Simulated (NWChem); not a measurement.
Molecule: OH, doublet; SMILES [OH]

```xyz
2

O      0.0000     0.0000    -0.1202
H      0.0000     0.0000     0.8695
```
Atoms are numbered in this order, from 1.

Program: NWChem. Spin-unrestricted. The state is orbitally degenerate and is run as one real component. The geometry was optimised at PBE0/def2-SVP, spin-unrestricted. No stability test was run on the SCF state. Solvent water, SMD (1 M gas to 1 M solution), gas-phase geometry. Reactions with the solvent are ignored.

Task: Taking B3LYP/def2-TZVPD as the yardstick, which of these has the fewest basis functions while keeping “solvation free energy (kcal/mol)” within 1.0 kcal/mol of it: B3LYP/def2-TZVP; B3LYP/STO-3G; B3LYP/def2-SVP; B3LYP/def2-SVPD; B3LYP/def2-TZVPP?

Result: B3LYP/def2-SVP.
| level | basis functions | solvation free energy (kcal/mol) |
|---|---|---|
| B3LYP/STO-3G | 6 | -2.3 |
| B3LYP/def2-SVP | 19 | -5.3 |
| B3LYP/def2-SVPD | 31 | -5.2 |
| B3LYP/def2-TZVP | 37 | -5.6 |
| B3LYP/def2-TZVPP | 45 | -5.3 |
| B3LYP/def2-TZVPD | 49 | -5.1 |

The yardstick is one finite set, not the basis-set limit.
